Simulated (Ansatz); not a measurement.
Job for Ansatz (a first-principles code): R-wB97X-V/def2-TZVPPD on H2O (SMILES O) with ghost functions. Files ending in .json are basis or fitting sets from the Basis Set Exchange.

Ansatz 0.2 input:
```yaml
crystal:
  periodic: [false, false, false]
  atoms:
    - {symbol: O, position_ang: [-2.53011989, -0.03572703, 0.00722451]}
    - {symbol: H, position_ang: [-2.85011689, 0.86710897, -0.01420649]}
    - {symbol: H, position_ang: [-1.57040289, 0.06245397, 0.00250151]}
basis:
  gaussian:
    orbitals: def2-TZVPPD.json
    ghost_atoms:
      - {symbol: O, position_ang: [2.45241711, 0.03089097, -0.00692049]}
      - {symbol: H, position_ang: [2.82903811, -0.40748903, 0.75920351]}
      - {symbol: H, position_ang: [2.82468111, -0.44532203, -0.75232349]}
hamiltonian:
  xc: {name: wB97X-V}
scf: {lower_state_search: off}
```

Q: Give the final energy of this run.

A: -76.4371 hartree.
